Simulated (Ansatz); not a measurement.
Consider TiC in the rock salt structure (space group Fm-3m, No. 225; a = 4.3327 Å).

Method: PBE, PAW, 420 eV (Ansatz, a program for electronic structure; spin-orbit coupling left out), earlier PAW set.

It is then changed as follows: full substitution Ti → Hf, then cell and atoms are relaxed.

Measured lattice parameter a: TiC 4.33 Å (temperature not stated; as listed in Guo-Xu Zhang et al., New Journal of Physics (2018)); HfC 4.638 Å (temperature not stated; as listed in Guo-Xu Zhang et al., New Journal of Physics (2018)).

Question: How well does PBE reproduce the measured shift?

Answer: With PBE the lattice parameter a moves by +0.319 Å (4.333 → 4.652) against +0.308 Å measured.

Stability against distortions was not tested. The final runs are not spin-polarised.
